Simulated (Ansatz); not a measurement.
`[Li][S]C` + H₂O → `[Li][OH]` + CH₃SH at 500 K and 1 bar (formal hydrolysis of a Li–S bond).

Computed with Ansatz on PBE0-D4/def2-TZVP structures; ΔE is electronic, products minus reactants. CBS: MP2 limit from def2 TZ/QZ plus the TZ coupled-cluster correction, frozen cores. This one scheme is used for every species. For Li outer-core shells are correlated without core-valence functions, which leaves a few kJ/mol of doubt a bond.

```
   species  CCSD(T)/CBS energy (Eh)  H − E (kJ/mol)  S (J/(mol·K))
`[Li][S]C`               -445.16369           130.7          329.3
       H₂O                -76.37941            73.2          206.3
`[Li][OH]`                -83.31445            54.5          232.6
     CH₃SH               -438.22835           145.1          283.7
```

H − E and S are ideal-gas, rigid-rotor, harmonic terms from PBE0-D4/def2-TZVP, for one conformer and one mirror image of each species. 1 Eh = 2625.50 kJ/mol, R = 8.31446 J/(mol·K).

Problem. By hand: ΔE, ΔH, ΔS and ΔG.

Solution. ΔE = (-83.31445) + (-438.22835) − (-445.16369) − (-76.37941) = 0.00030 Eh = 0.8 kJ/mol. Δ(H − E) = 54.5 + 145.1 − 130.7 − 73.2 = -4.3, so ΔH = -3.5 kJ/mol. ΔS = 232.6 + 283.7 − 329.3 − 206.3 = -19.3 J/(mol·K). ΔG = -3.5 − 500 × (-19.3)/1000 = 6.2 kJ/mol.

Problem. By hand: the equilibrium constant, and the temperature at which ΔG would vanish if ΔH and ΔS stayed fixed.

Solution. log₁₀ K = −ΔG/(RT ln 10) = -0.6. ΔG = 0 at ΔH/ΔS = 181 K, though so small a ΔH makes that figure unsure.

TΔS isn't small against ΔH here. A doubt of 5 kJ/mol in ΔE shifts log₁₀ K by 0.5 here. Other conformers and mirror images would add mixing entropy, several J/(mol·K) or more a flexible species. Modes under 60 cm⁻¹, often nearly free rotors, make the harmonic entropy too high. These are equilibria of isolated gas molecules and say nothing of rates. Largest T1 diagnostic: 0.013 (customary marks: 0.02 for closed shells, 0.045 for open ones).
